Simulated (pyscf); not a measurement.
**Four-centre exchange: H₂B–Cl + HF → H₂B–F + HCl**

Gas phase, singlet surface, charge 0. Bonds broken: B1–Cl2, F5–H6. Bonds formed: B1–F5, Cl2–H6. PySCF, gas phase, ωB97X-D3(BJ)/def2-SVP geometries. Correlated levels are frozen-core, on RHF or UHF. ΔMP2 is the change of the MP2 total energy from the triple- to the quadruple-zeta basis.

Transition state (Å):

```xyz
6

B     -0.0395     0.4155     0.2739
Cl     1.9373     0.7039    -0.0960
H     -0.3281     1.0141     1.2738
H     -0.6344     0.4985    -0.7656
F      0.3067    -1.0530     0.5932
H      1.4011    -0.6633     0.3308
```

One imaginary mode, 967i cm⁻¹; descent along it reached the two sides named.

| bond | change | reactant side (Å) | saddle | product side |
|---|---|---|---|---|
| B1–Cl2 | breaks | 1.798 | 2.032 | 2.9 |
| F5–H6 | breaks | 0.935 | 1.191 | 2.520 |
| B1–F5 | forms | 2.033 | 1.542 | 1.334 |
| Cl2–H6 | forms | 2.389 | 1.529 | 1.285 |

Electronic energies relative to the separated reactants (kJ/mol):

```csv
level,barrier,reaction energy,reverse barrier
ωB97X-D3(BJ)/def2-TZVP,33.3,-49.8,83.1
PBE/def2-TZVP,9.0,-48.4,57.4
r²SCAN/def2-TZVP,14.0,-52.0,66.0
B3LYP-D3(BJ)/def2-TZVP,31.7,-54.9,86.6
PBE0-D3(BJ)/def2-TZVP,21.2,-46.6,67.7
M06-2X/def2-TZVP,29.0,-52.4,81.4
ωB97M-D3(BJ)/def2-TZVP,30.8,-53.2,84.0
HF/def2-TZVP,103.1,-63.2,166.4
MP2/def2-QZVPP,39.1,-41.8,80.9
CCSD/def2-TZVPP,53.9,-50.3,104.1
CCSD(T)/def2-TZVPP,43.0,-48.1,91.1
CCSD(T)/def2-TZVPP + ΔMP2(QZVPP),44.8,-46.1,90.8
```

With CCSD(T)/def2-TZVPP + ΔMP2(QZVPP) energies and thermal terms (ideal gas, 1 atm, RRHO with modes under 100 cm⁻¹ raised to 100, one conformer, R ln 2 for chiral ones without a mode under 150 cm⁻¹), in kJ/mol:

```json
[
 {"T (K)": "298", "ΔH‡": "39.4", "ΔG‡": "80.8", "ΔH": "-48.9", "ΔG": "-49.4"},
 {"T (K)": "600", "ΔH‡": "37.6", "ΔG‡": "123.7", "ΔH": "-50.0", "ΔG": "-49.4"},
 {"T (K)": "900", "ΔH‡": "38.5", "ΔG‡": "166.6", "ΔH": "-50.5", "ΔG": "-48.9"},
 {"T (K)": "1200", "ΔH‡": "40.3", "ΔG‡": "209.1", "ΔH": "-50.6", "ΔG": "-48.4"}
]
```

This is the saddle that the search found; another between the same sides may lie lower. The CCSD(T) − MP2 part came from Ansatz, without density fitting, on the same reference.
